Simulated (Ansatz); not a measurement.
The same path of BFH2 + Cl (5 atoms, charge 0, multiplicity 2) was run 3 times with different band settings.

The calculation used UKS PBE0-D4/cc-pVDZ (Ansatz).

Relaxed end points:

```xyz
5
Properties=species:S:1:pos:R:3
B -0.122 0.000 -0.018
F -0.710 0.005 1.183
H 1.083 -0.022 -0.049
H -0.852 0.019 -0.979
Cl 0.600 -0.001 3.613
```

```xyz
5
Properties=species:S:1:pos:R:3
B -0.026 0.000 -0.142
F 0.012 0.005 1.191
H 1.030 -0.026 -0.727
H -1.114 0.018 -0.666
Cl 0.098 0.004 4.094
```

Common settings: movable images 7; climbing image yes; spring 5.0 eV/Å²; optimiser quadratic models (default); start path through a guess of the saddle point; iteration limit 60; end points relaxed.

| run | force threshold |
| --- | --- |
| 1 | 0.05 eV/Å |
| 2 | 0.5 eV/Å |
| 3 | 0.2 eV/Å |

Task: What does each run give, and how far can it be trusted?

Result: Run 1: converged after 17 iterations, highest image 0.022 eV above the first end. The highest image is an end point: on this band no image between the ends rises above it. A vibrational analysis next to that end finds imaginary modes (44i cm⁻¹), so it isn't a minimum.
Run 2: converged after 6 iterations, highest image 0.059 eV above the first end. The threshold of 0.5 eV/Å is loose, so the images may lie well off the minimum-energy path. The order of the stationary point at the top wasn't checked.
Run 3: converged after 9 iterations, highest image 0.022 eV above the first end. The highest image is an end point: on this band no image between the ends rises above it.
